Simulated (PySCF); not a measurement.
## SiO, singlet: cost against accuracy

Geometry (MP2(full)/6-31G*, from the G2/97 set):

```json
{"atom": "Si", "x (Å)": "0.0000", "y (Å)": "0.0000", "z (Å)": "0.0000"}
{"atom": "O", "x (Å)": "0.0000", "y (Å)": "0.0000", "z (Å)": "1.5423"}
```

Measured, as an electronic atomization energy: 192.3 kcal/mol (G2/97 heats of formation of molecule and atoms, with zero-point and thermal terms from B3LYP taken off; Curtiss et al., J. Chem. Phys. 106, 1063 (1997), Staroverov et al., J. Chem. Phys. 119, 12129 (2003)). The measured value holds scalar relativity and spin–orbit coupling, which all computed ones lack, and core correlation, which the wave-function levels lack. Atoms are taken at the same level; beside RHF, RMP2 and RCC rows they are unrestricted. (Q) wasn't run for open shells, so the atoms' step beyond CCSDT comes from their full CI. PySCF 2.14.0; the 6-31G* set has Cartesian d functions; a miss is computed less measured; times are wall times on shared hosts and scatter by a factor of two or so; they hold the correlated step alone (with one SCF for RCCSD(T)), and functionals start from a converged Hartree–Fock density. B3LYP has the VWN-RPA form, and B2PLYP's MP2 part freezes the cores. A small miss in a small set is a cancellation of the method's error against the basis error.

| level | basis | miss (kcal/mol) | time of the run | hardware |
| --- | --- | --- | --- | --- |
| RHF | STO-3G | -114.8 | – | – |
| RMP2 | STO-3G | -25.7 | – | – |
| RCCSDT(Q) | STO-3G | -27.5 | 0.36 s | 1 CPU thread |
| full CI | STO-3G | -27.2 | 0.06 s | 1 CPU thread |
| PBE | STO-3G | 19.8 | 0.55 s | 1 CPU thread |
| r2SCAN | STO-3G | 5.7 | 0.71 s | 1 CPU thread |
| B3LYP | STO-3G | -1.2 | 0.57 s | 1 CPU thread |
| wB97M-V | STO-3G | 1.0 | 4.5 s | 1 CPU thread |
| B2PLYP | STO-3G | -9.9 | 0.47 s | 1 CPU thread |
| RMP2 | 6-31G | -45.4 | – | – |
| RCCSDT(Q) | 6-31G | -55.2 | 1.8 s | 1 CPU thread |
| full CI | 6-31G | -55.4 | 2.1 min | 1 CPU thread |
| PBE | 6-31G | -30.6 | 0.77 s | 1 CPU thread |
| B3LYP | 6-31G | -43.6 | 0.76 s | 1 CPU thread |
| wB97M-V | 6-31G | -41.4 | 5.8 s | 1 CPU thread |
| RHF | 6-31G* | -92.3 | – | – |
| RMP2 | 6-31G* | -7.9 | – | – |
| RCCSD(T) | 6-31G* | -19.8 | 0.38 s | 1 CPU thread |
| RCCSDT(Q) | 6-31G* | -18.6 | 19 s | 1 CPU thread |
| PBE | 6-31G* | -1.6 | 1.1 s | 1 CPU thread |
| wB97M-V | 6-31G* | -6.5 | 6.5 s | 1 CPU thread |
| B2PLYP | 6-31G* | -10.5 | 0.95 s | 1 CPU thread |
| RHF | cc-pV(D+d)Z | -94.9 | – | – |
| RMP2 | cc-pV(D+d)Z | -14.0 | – | – |
| RCCSDT(Q) | cc-pV(D+d)Z | -24.6 | 29 s | 1 CPU thread |
| B3LYP | cc-pV(D+d)Z | -12.8 | 1.2 s | 1 CPU thread |
| B2PLYP | cc-pV(D+d)Z | -13.2 | 1.1 s | 1 CPU thread |
| RMP2 | cc-pV(T+d)Z | 3.5 | – | – |
| RCCSD(T) | cc-pV(T+d)Z | -9.6 | 3.7 s | 1 CPU thread |
| RCCSDT(Q) | cc-pV(T+d)Z | -9.1 | 12 min | 1 CPU thread |
| r2SCAN | cc-pV(T+d)Z | -4.9 | 4.8 s | 1 CPU thread |
| B3LYP | cc-pV(T+d)Z | -5.3 | 2.4 s | 1 CPU thread |
| B2PLYP | cc-pV(T+d)Z | -2.6 | 2.4 s | 1 CPU thread |
| RHF | cc-pV(Q+d)Z | -83.8 | 48 s | 1 CPU thread |
| RMP2 | cc-pV(Q+d)Z | 8.8 | – | – |
| RCCSD(T) | cc-pV(Q+d)Z | -4.6 | 54 s | 1 CPU thread |
| PBE | cc-pV(Q+d)Z | 4.7 | 20 s | 1 CPU thread |
| r2SCAN | cc-pV(Q+d)Z | -4.3 | 25 s | 1 CPU thread |
| B3LYP | cc-pV(Q+d)Z | -4.4 | 17 s | 1 CPU thread |
| B2PLYP | cc-pV(Q+d)Z | -0.4 | 7.4 s | 1 CPU thread |

HF's time is that of a plain UHF run. A dash: the level came out of a higher level's run.

A composite of the best parts (restricted reference, at this geometry, which isn't the minimum of the high levels):

```tsv
part	kcal/mol
Hartree–Fock limit (T, Q; exp(−5.46 √X))	108.83
CCSD(T) correlation limit (T, Q; X⁻³)	81.97
CCSDT − CCSD(T) (TZ)	-0.52
(Q) (TZ)	1.08
sum	191.4
sum less measured	-0.9
```
